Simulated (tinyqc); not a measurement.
Worked calculation: harmonic frequencies on the UHF/sto-6g surface (energies and gradients from PySCF), for BH, spin multiplicity 3. Computed by tinyqc, a small Python program that keeps every step (integrals from PySCF). Settings: charge = 0, multiplicity = 3, basis = sto-6g, delta = 0.005. Command: `OMP_NUM_THREADS=1 python tinyqc.py 27331 27332 out.jsonl` (the two numbers bound the seeds that draw the settings). One thread of a shared host (Intel(R) Xeon(R) Processor @ 2.60GHz), about 2 s of CPU time with the checks.

## One row of the Hessian: 1Bz

optimised positions (bohr):
```
           x         y         z
1B  0.000000  0.000000  0.075938
2H  0.000000  0.000000  2.246535
```

gradient at +delta (hartree/bohr):
```
             x           y            z
1B  0.00000000  0.00000000   0.00186159
2H  0.00000000  0.00000000  -0.00186159
```

gradient at -delta (hartree/bohr):
```
             x           y            z
1B  0.00000000  0.00000000  -0.00184490
2H  0.00000000  0.00000000   0.00184490
```

Displace 1Bz by +/-0.005 bohr; H(k, :) = (g(+) - g(-)) / (2 delta).

row of the Hessian (hartree/bohr^2): 1Bx 0.00000000, 1By 0.00000000, 1Bz 0.37064950, 2Hx 0.00000000, 2Hy 0.00000000, 2Hz -0.37064950

## Hessian by finite differences

All rows are made in the same way, and the matrix is symmetrised.

Hessian (symmetrised) (hartree/bohr^2):
```
             1Bx          1By          1Bz          2Hx          2Hy          2Hz
1Bx   0.00000220   0.00000000   0.00000000  -0.00000220   0.00000000   0.00000000
1By   0.00000000   0.00000220   0.00000000   0.00000000  -0.00000220   0.00000000
1Bz   0.00000000   0.00000000   0.37064950   0.00000000   0.00000000  -0.37064950
2Hx  -0.00000220   0.00000000   0.00000000   0.00000220   0.00000000   0.00000000
2Hy   0.00000000  -0.00000220   0.00000000   0.00000000   0.00000220   0.00000000
2Hz   0.00000000   0.00000000  -0.37064950   0.00000000   0.00000000   0.37064950
```

## Normal modes

masses (u): 1B 11.009305, 2H 1.007825

Diagonalise H_ij / sqrt(m_i m_j); the 5 smallest eigenvalues belong to translations and rotations; wavenumber = sqrt(eigenvalue / 1822.888) x 219474.63; each mode has its largest component positive (the first on a tie); zero-point energy = sum of wavenumbers / 2, with 349.755 1/cm per kcal/mol.

eigenvalues of the mass-weighted Hessian (hartree/(bohr^2 u)): 0.000000  0.000000  0.000000  0.000002  0.000002  0.401439

harmonic wavenumbers of the vibrations (1/cm): 3257.0

mass-weighted modes:
```
        mode 1
1Bx   0.000000
1By   0.000000
1Bz  -0.289596
2Hx   0.000000
2Hy   0.000000
2Hz   0.957149
```

zero-point energy = 4.656073 kcal/mol
